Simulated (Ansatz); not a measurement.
The input, for Ansatz 0.2.0:

```yaml
crystal:
  periodic: [false, false, false]
  atoms:
    - {symbol: As, position_ang: [0.000000, 0.000000, 0.000000]}
    - {symbol: Li, position_ang: [0.000000, 0.000000, 2.745500]}
basis:
  gaussian: {orbitals: cc-pVTZ}
total_charge: 1
magnetization: {spin_polarized: false, initial_magnetization: 1}
correlation: {method: ccsd_t, electrons: outside_noble_gas}
output: {forces: true}
```

```sh
$ ansatz run in.yaml --threads 1 --pin off --events-out ev --progress --plain --max-ram 2393MiB
```

Log:

```
446 factors; integrals over basis functions are off by at most 1.7e-3 eV
mean field evaluation 1: about -60992.1387 eV, gradient 1.1e1 eV
mean field evaluation 2: about -60992.1396 eV, gradient 1.1e1 eV
mean field evaluation 4: about -60992.3939 eV, gradient 5.6e-1 eV
mean field evaluation 8: about -60992.3963 eV, gradient 4.4e-4 eV
mean field evaluation 16: about -60991.9136 eV, gradient 5.9e0 eV
mean field evaluation 32: about -60991.6236 eV, gradient 1.1e-1 eV
mean field evaluation 64: about -60991.6195 eV, gradient 7.1e-1 eV
mean field evaluation 96: about -60992.3963 eV, gradient 4.4e-2 eV
mean field evaluation 128: about -60990.7999 eV, gradient 2.8e-1 eV
mean field evaluation 160: about -60991.6239 eV, gradient 2.7e-2 eV
...
cycle   6  -2.88936364 eV  change   -1.6e-3 eV  update   9.0e-4
cycle   7  -2.88960041 eV  change   -2.4e-4 eV  update   2.6e-4
cycle   8  -2.88963792 eV  change   -3.8e-5 eV  update   9.2e-5
cycle   9  -2.88963645 eV  change    1.5e-6 eV  update   3.7e-5
cycle  10  -2.88963173 eV  change    4.7e-6 eV  update   1.4e-5
cycle  11  -2.88963391 eV  change   -2.2e-6 eV  update   5.3e-6
cycle  12  -2.88963405 eV  change   -1.3e-7 eV  update   2.1e-6
cycle  13  -2.88963432 eV  change   -2.7e-7 eV  update   9.6e-7
cycle  14  -2.88963408 eV  change    2.4e-7 eV  update   3.9e-7
cycle  15  -2.88963406 eV  change    2.7e-8 eV  update   1.5e-7
perturbative correction -0.10071634 eV, -0.0037012572 hartree
the calculation of the forces begins
Total energy: -60995.38668370 eV, -2241.5391164680 hartree
Atom 0 at     0.000000     0.000000     0.000000 Å, force    -0.000000    -0.000000     0.118764 eV/Å
Atom 1 at     0.000000     0.000000     2.745500 Å, force     0.000000    -0.000000    -0.118764 eV/Å
Dipole moment:     0.000000     0.000000     1.883226 e Å
```

Forces (eV/Å):
```
As   0.000  0.000  0.119
Li   0.000  0.000 -0.119
```

Ran on 1 thread of Arm Neoverse V1, shared host: 14 s wall, 0.24 GiB peak host memory.
